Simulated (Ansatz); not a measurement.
How far each method lies from UCCSDT(Q) for B–O–GeH, triplet

Geometry: that of the B–O–GeH, singlet, kept fixed.

```
atom   x (Å)    y (Å)    z (Å)
   B  0.0000  -0.1870   2.3974
   O  0.0000   0.2753   1.2018
  Ge  0.0000  -0.0537  -0.6084
   H  0.0000   1.5080  -0.9449
```

Basis cc-pVTZ; Ansatz 0.2.0. Correlated methods freeze the noble-gas cores and the filled d shells of p-block atoms, which leaves 14 electrons in 101 orbitals. Prefix R: restricted or restricted open-shell reference; prefix U: unrestricted. No spin–orbit coupling is included, and no scalar relativity.

Full CI isn't at hand for all of this; UCCSDT(Q) serves as the reference, and is uncertain by about the last step of the cluster series. The frozen core follows each run's orbitals, which can shift R against U totals by a few meV for light atoms and by up to 0.1 eV past Ca.

The UHF ⟨S²⟩ is 2.018. The T1 diagnostic (RCCSD) is 0.0281, the largest doubles amplitude (RCCSD) is 0.076 and the T1 diagnostic (UCCSD) is 0.0235.

```tsv
level	E − E(UCCSDT(Q)) (kJ/mol)	wall time
UHF	1103.4	–
UMP2	111.4	–
UCCSD	51.3	–
UCCSD(T)	5.2	17 s (H100)
UCCSDT	2.9	–
```

Run but not shown, since their state, orbitals or frozen core can't be matched to the reference's or they repeat it: RHF, RMP2, RCCSD, RCCSD(T), BCCD(T), RCCSDT, RCCSDT(Q).

Times hold each run's SCF and search for its determinant on a shared host, so for small cases they say little of a method's own cost. Some runs computed forces too.
